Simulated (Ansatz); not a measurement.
## Ansatz (development build ahead of 0.2.0) run

```yaml
crystal:
  periodic: [false, false, false]
  atoms:
    - { symbol: C, position_ang: [0.0, 0.0, -1.13983] }
    - { symbol: C, position_ang: [0.0, 0.0, 0.19732] }
    - { symbol: C, position_ang: [0.0, 0.0, 1.31123] }
    - { symbol: H, position_ang: [0.0, -0.94535, -1.5039] }
    - { symbol: H, position_ang: [-0.8187, 0.47267, -1.5039] }
    - { symbol: H, position_ang: [0.8187, 0.47267, -1.5039] }
    - { symbol: H, position_ang: [0.0, 0.0, 2.29937] }
basis:
  gaussian: { orbitals: cc-pVDZ }
hamiltonian:
  xc: hf
correlation:
  method: mp2
  frozen_orbitals: { C: 1, H: 0 }
```

The input is written out in the form of the current development build from the run's settings.

Output:

```json
{
  "Converged": "yes",
  "Reference energy": "-115.82355 hartree",
  "Correlation energy": "-0.37823 hartree",
  "Total energy": "-116.20178 hartree",
  "Spin squared of the determinant": "0.000"
}
```

Caution: no unrestricted run beside it, a lower state can exist.
